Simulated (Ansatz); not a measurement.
## FH₃OSi, SMILES O[SiH2]F: a short molecular-dynamics run, step by step

Computed with the Ansatz DFT code, driven from Python.

`fh3osi.xyz`
```text
6

O    -0.87060    0.11970   -0.89340
Si    0.37620    0.08300    0.11780
F    -0.09210   -0.86610    1.31390
H    -1.60540   -0.34540   -0.60870
H     1.54120   -0.50940   -0.60750
H     0.69270    1.45420    0.63170
```

Run as a notebook:

**Cell 1**
```python
import ansatz
import numpy as np

molecule = ansatz.Crystal.molecule_from_extxyz("fh3osi.xyz")
```

**Cell 2**
```python
calculation = (
    molecule.calculation()
    .basis(gaussian="6-31G")
    .functional("pbe", dispersion="d3bj")
    .md("nve", timestep=1.0, steps=20, temperature=800, initial_velocities="maxwell_boltzmann", seed=23)
)
frames = []
outcome = calculation.session().plan().execute(on_event=lambda e: frames.append(e["data"]) if e["event"] == "md_step" else None)
print("t (fs)   E_pot (eV)      E_kin (eV)   T (K)   d(0-1) (A)")
for f in frames[::3]:
    xyz = np.array(f["positions_ang"])
    print(f"{f['time_fs']:6.2f} {f['lagrangian_ev']:14.5f} {f['e_kin_ev']:10.5f} {f['temperature_k']:8.1f} {np.linalg.norm(xyz[0] - xyz[1]):9.4f}")
kept = np.array([f["conserved_ev"] for f in frames])
print(f"conserved energy moves by at most {1000 * np.ptp(kept):.3f} meV")
symbols = [site.symbol for site in molecule.cartesian_sites]
with open("last_frame.xyz", "w") as handle:
    handle.write(f"{len(symbols)}\nt = {frames[-1]['time_fs']} fs\n")
    handle.writelines("{:2s} {:10.5f} {:10.5f} {:10.5f}\n".format(s, *xyz) for s, xyz in zip(symbols, frames[-1]["positions_ang"]))
```
Output:
```text
t (fs)   E_pot (eV)      E_kin (eV)   T (K)   d(0-1) (A)
  0.00   -12679.93371    0.41363    800.0    1.6057
  3.00   -12679.84303    0.31873    616.5    1.6101
  6.00   -12680.09771    0.56895   1100.4    1.6455
  9.00   -12680.20991    0.69031   1335.1    1.7025
 12.00   -12680.28932    0.76076   1471.4    1.7563
 15.00   -12680.21476    0.68603   1326.8    1.8077
 18.00   -12679.89617    0.38074    736.4    1.8488
conserved energy moves by at most 20.296 meV
```

File `last_frame.xyz` afterwards:
```text
6
t = 20.0 fs
O    -0.99708    0.15033   -1.07200
Si    0.43968    0.14667    0.10654
F    -0.06638   -0.99498    1.49543
H    -1.94805   -0.03527   -0.97364
H     1.59321   -0.67241   -0.44144
H     0.73731    1.47592    0.55769
```

Reading the output:
- Total energies depend on the basis set; only differences at equal settings carry meaning.
- The trajectory is only some femtoseconds long, so its temperature is not equilibrated; where the script doesn't relax first, it starts from a rough generated geometry.
- The temperature counts the internal degrees of freedom alone.
- With hydrogen a step over 0.5 fs is long.
- It ran for 23 s on 1 thread of Arm Neoverse V1 (shared host), peak memory 0.16 GiB.
